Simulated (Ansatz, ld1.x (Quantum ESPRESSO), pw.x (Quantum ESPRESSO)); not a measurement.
## gold (Au): one change to the RRKJ potential, in the atom and in the fcc crystal

ld1.x (Quantum ESPRESSO) 7.5 input, shortened:

```
&input
   title='Au', zed=79., rel=1, dft='PW', iswitch=3,
   config='[Xe] 4f14 5d10 6s1 6p0'
 /
 &inputp
   pseudotype=2, tm=.false., lloc=0,
   nlcc=.true.
 /
3
6P  2  1   0.00   0.00  3.20  3.20  0.0
5D  3  2  10.00   0.00  1.65  1.65  0.0
6S  1  0   1.00   0.00  1.85  1.85  0.0
 &test
   configts(1)='5d10 6s1 6p0'
 /
```

Change: all radii but the core radius scaled by about 1.06 (s 1.96, p 3.38, d 1.74 bohr).

Cutoffs, loose and tight: the cutoffs (Ry, on a coarse ladder) from which the occupation-weighted sum of valence levels, in a spherical-Bessel basis at the reference potential, stays within 10 and 1 mRy of its value at 400 Ry. They do not see the model core or the augmentation charge, which bear on the density cutoff. Test errors are all-electron minus pseudo excitation energies from the reference, over the configurations 5d10 6s0 6p0; 5d9 6s0 6p0; 5d8 6s0 6p0; 5d9 6s1 6p0; 5d10 6s0 6p1; 5d10 6s0.5 6p0; 5d9 6s2 6p0 (two spin-polarised tests are not counted in the largest error); variants that change the core or the reference have their own tests.

Crystal test: fcc Au in pw.x 7.5, no spin, 14³ k-points, Fermi–Dirac smearing 0.01 Ry, cutoffs set for each file from its atomic test. The reference is all-electron LAPW (Ansatz 0.2.0) with the same functional, mesh and smearing; V0 and B0 come from Birch–Murnaghan fits to the pressures at five volumes. Errors are pseudo minus all-electron; Δ is the rms difference of the E(V) curves that follow from these fits, minima aligned, over ±6 % about the mean V0. Mesh and smearing are coarse, so the numbers serve the comparison and aren't converged zero-temperature values; the lattice is a test structure that the element need not adopt.

All-electron: a0 = 4.048 Å (V0 = 16.58 Å³/atom), B0 = 194.7 GPa.

Does the change bring the crystal closer to the all-electron result?

The mean pressure error goes from +4.41 to +4.95 GPa, so the change moves the solid further from the all-electron pressures.

```tsv
quantity	base	changed
outcome (atom)	generated	generated
cutoff, loose (atom)	40 Ry	40 Ry
cutoff, tight (atom)	70 Ry	50 Ry
bound ghosts (atom)	none	none
largest test error (meV) (atom)	-334	-349
cutoffs in pw.x (Ry)	85/340	60/240
a0 (Å)	4.078	4.081
a0 error (%)	+0.74	+0.83
B0 error (%)	-4.3	-4.5
Δ (meV/atom)	15.6	17.4
mean pressure error (GPa)	+4.41	+4.95
```

Base: The largest radius (3.20 bohr) exceeds half the bond length (2.71 bohr), so the spheres overlap, which is one possible source of error among others. This is a poor potential for the solid. Changed file: The largest radius (3.38 bohr) exceeds half the bond length (2.71 bohr), so the spheres overlap, which is one possible source of error among others. This is a poor potential for the solid. The atomic cutoffs weigh occupied waves only.
